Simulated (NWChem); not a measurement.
Program: NWChem. System: water (H2O), charge 0, spin multiplicity 1, optimised in this run. Level: PBE/def2-SVP.

Input file:

```
start mol
memory heap 200 mb stack 800 mb global 1000 mb
geometry units angstroms
  O      0.000000     0.000000     0.113809
  H      0.772190     0.000000    -0.455236
  H     -0.772190     0.000000    -0.455236
  symmetry group C2v
end
basis spherical
  * library def2-svp
end
dft
  xc xpbe96 cpbe96
  semidirect memsize 60000000 filesize 0
  iterations 100
end
driver
  maxiter 80
end
task dft optimize
task dft freq
```

Part of the output:

```
             Northwest Computational Chemistry Package (NWChem) 7.3.0
             --------------------------------------------------------

                                NWChem Input Module
                                -------------------

 Scaling coordinates for geometry "geometry" by  1.889725989
 (inverse scale =  0.529177249)

 Turning off AUTOSYM since
 SYMMETRY directive was detected!

          ------
          auto-z
          ------

                             Geometry "geometry" -> ""
                             -------------------------

 Output coordinates in angstroms (scale by  1.889725989 to convert to a.u.)

  No.       Tag          Charge          X              Y              Z
 ---- ---------------- ---------- -------------- -------------- --------------
    1 O                    8.0000     0.00000000     0.00000000     0.11380900
    2 H                    1.0000     0.77219000     0.00000000    -0.45523600
    3 H                    1.0000    -0.77219000     0.00000000    -0.45523600

 Effective nuclear repulsion energy (a.u.)       9.1695039112

            Nuclear Dipole moment (a.u.)
            ----------------------------
        X                 Y               Z
 ---------------- ---------------- ----------------
     0.0000000000     0.0000000000     0.0000000000

      Symmetry information
      --------------------

 Group name             C2v
 Group number             16
 Group order               4
 No. of unique centers     2

      Symmetry unique atoms

     1    2


 Summary of "ao basis" -> "" (spherical)
 ------------------------------------------------------------------------------
       Tag                 Description            Shells   Functions and Types
 ---------------- ------------------------------  ------  ---------------------
 *                          def2-svp                  on all atoms

  pbe96 is a nonlocal functional; adding pw91lda local functional.

                           NWChem Geometry Optimization
                           ----------------------------

 maximum gradient threshold         (gmax) =   0.000450
 rms gradient threshold             (grms) =   0.000300
 maximum cartesian step threshold   (xmax) =   0.001800
 rms cartesian step threshold       (xrms) =   0.001200
 fixed trust radius                (trust) =   0.300000
 maximum step size to saddle      (sadstp) =   0.100000
 energy precision                  (eprec) =   5.0D-06
 maximum number of steps          (nptopt) =   80
 initial hessian option           (inhess) =    0
 line search option               (linopt) =    1
 hessian update option            (modupd) =    1
 saddle point option              (modsad) =    0
 initial eigen-mode to follow     (moddir) =    0
 initial variable to follow       (vardir) =    0
 follow first negative mode     (firstneg) =    T
 apply conjugacy                    (opcg) =    F
 source of zmatrix                         =   autoz

          -------------------
          Energy Minimization
          -------------------

 Names of Z-matrix variables
    1              2              3

 Variables with the same non-blank name are constrained to be equal

 Using diagonal initial Hessian
 Scaling for Hessian diagonals: bonds = 1.00  angles = 0.25  torsions = 0.10

          --------
          Step   0
          --------

                         Geometry "geometry" -> "geometry"
                         ---------------------------------

 Output coordinates in angstroms (scale by  1.889725989 to convert to a.u.)
[...]
    2       -0.866 ||      -0.022              -0.000            -0.000
    3       -0.463 ||       0.000              -0.000            -0.000
    4        1.657 ||      -0.001              -0.000             0.000
    5        4.776 ||      -1.458              -0.000             0.000
    6        7.911 ||      -0.000               2.404            -0.000
    7     1608.748 ||      -0.000               0.000             1.060
    8     3691.129 ||       0.000               0.000             0.233
    9     3790.422 ||       0.686              -0.000             0.000
 ----------------------------------------------------------------------------

 ----------------------------------------------------------------------------
 Normal Eigenvalue ||                 Infra Red Intensities
  Mode   [cm**-1]  || [atomic units] [(debye/angs)**2] [(KM/mol)] [arbitrary]
 ------ ---------- || -------------- ----------------- ---------- -----------
    1       -2.381 ||    0.000205           0.005         0.200       0.044
    2       -0.866 ||    0.000022           0.000         0.021       0.005
    3       -0.463 ||    0.000000           0.000         0.000       0.000
    4        1.657 ||    0.000000           0.000         0.000       0.000
    5        4.776 ||    0.092136           2.126        89.819      20.017
    6        7.911 ||    0.250432           5.778       244.134      54.408
    7     1608.748 ||    0.048743           1.125        47.517      10.590
    8     3691.129 ||    0.002353           0.054         2.294       0.511
    9     3790.422 ||    0.020370           0.470        19.857       4.425
 ----------------------------------------------------------------------------

        Vibrational analysis via the FX method
  --- with translations and rotations projected out ---
  --- via the Eckart algorithm                      ---
 Projected Nuclear Hessian trans-rot subspace norm:9.2445D-33
                         (should be close to zero!)

          --------------------------------------------------------
          MASS-WEIGHTED PROJECTED HESSIAN (Hartree/Bohr/Bohr/Kamu)
          --------------------------------------------------------

               1            2            3            4            5            6            7            8            9
   ----- ----- ----- ----- -----
    1    3.84753D+01
    2   -3.03019D-24  0.00000D+00
    3    2.61975D-08  8.08051D-25  2.74007D+01
    4   -7.66392D+01  4.82868D-24  4.71763D+01  3.37010D+02
    5    4.02390D-25  1.05484D-19  4.27539D-25 -8.01522D-25  0.00000D+00
    6    6.20159D+01 -7.64541D-24 -5.45796D+01 -2.17500D+02  0.00000D+00  2.08677D+02
    7   -7.66392D+01  6.43824D-24 -4.71763D+01 -3.16938D+01 -3.20609D-24 -2.95592D+01  3.37010D+02
    8    8.04780D-25 -1.05484D-19  2.01195D-25  1.60304D-24  0.00000D+00  1.00190D-24 -2.40456D-24  0.00000D+00
    9   -6.20159D+01  1.60956D-24 -5.45796D+01  2.95592D+01 -1.60304D-24  8.75782D+00  2.17500D+02 -3.20609D-24  2.08677D+02

 center of mass
 --------------
 x =   0.00000000 y =   0.00000000 z =   0.14092304

 moments of inertia (a.u.)
 ------------------
           2.402999809865           0.000000000000           0.000000000000
           0.000000000000           6.535321402611           0.000000000000
           0.000000000000           0.000000000000           4.132321592745

 Rotational Constants
 --------------------
 A=  25.052093 cm-1  ( 36.043569 K)
 B=  14.568125 cm-1  ( 20.959813 K)
 C=   9.211510 cm-1  ( 13.253011 K)

 Temperature                      =   298.15K
 frequency scaling parameter      =   1.0000

 Zero-Point correction to Energy  =   12.989 kcal/mol  (  0.020699 au)
 Thermal correction to Energy     =   14.768 kcal/mol  (  0.023534 au)
 Thermal correction to Enthalpy   =   15.360 kcal/mol  (  0.024477 au)

 Total Entropy                    =   45.167 cal/mol-K
   - Translational                =   34.593 cal/mol-K (mol. weight =  18.0106)
   - Rotational                   =   10.567 cal/mol-K (symmetry #  =        2)
   - Vibrational                  =    0.007 cal/mol-K

 Cv (constant volume heat capacity) =    6.010 cal/mol-K
   - Translational                  =    2.979 cal/mol-K
   - Rotational                     =    2.979 cal/mol-K
   - Vibrational                    =    0.051 cal/mol-K


 ----------------------------------------------------------------------------
 Normal Eigenvalue ||    Projected Derivative Dipole Moments (debye/angs)
  Mode   [cm**-1]  ||      [d/dqX]             [d/dqY]           [d/dqZ]
 ------ ---------- || ------------------ ------------------ -----------------
    1       -0.000 ||      -1.359               0.000             0.000
    2        0.000 ||       0.000              -0.804             0.000
    3        0.000 ||      -0.000               1.602            -0.000
    4        0.000 ||      -0.000               1.602            -0.000
    5        0.000 ||       0.528              -0.000             0.000
    6        0.000 ||      -0.006               0.000            -0.000
    7     1608.750 ||      -0.000               0.000             1.060
    8     3691.129 ||       0.000               0.000             0.233
    9     3790.425 ||       0.686              -0.000            -0.000
 ----------------------------------------------------------------------------

 ----------------------------------------------------------------------------
 Normal Eigenvalue ||           Projected Infra Red Intensities
  Mode   [cm**-1]  || [atomic units] [(debye/angs)**2] [(KM/mol)] [arbitrary]
 ------ ---------- || -------------- ----------------- ---------- -----------
    1       -0.000 ||    0.080065           1.847        78.051      17.394
    2        0.000 ||    0.028050           0.647        27.345       6.094
    3        0.000 ||    0.111293           2.568       108.494      24.179
    4        0.000 ||    0.111293           2.568       108.494      24.179
    5        0.000 ||    0.012092           0.279        11.787       2.627
    6        0.000 ||    0.000001           0.000         0.001       0.000
    7     1608.750 ||    0.048743           1.125        47.517      10.590
    8     3691.129 ||    0.002353           0.054         2.294       0.511
    9     3790.425 ||    0.020369           0.470        19.857       4.425
 ----------------------------------------------------------------------------

 Task  times  cpu:        7.5s     wall:        7.5s

 Total times  cpu:       10.4s     wall:       10.4s
```
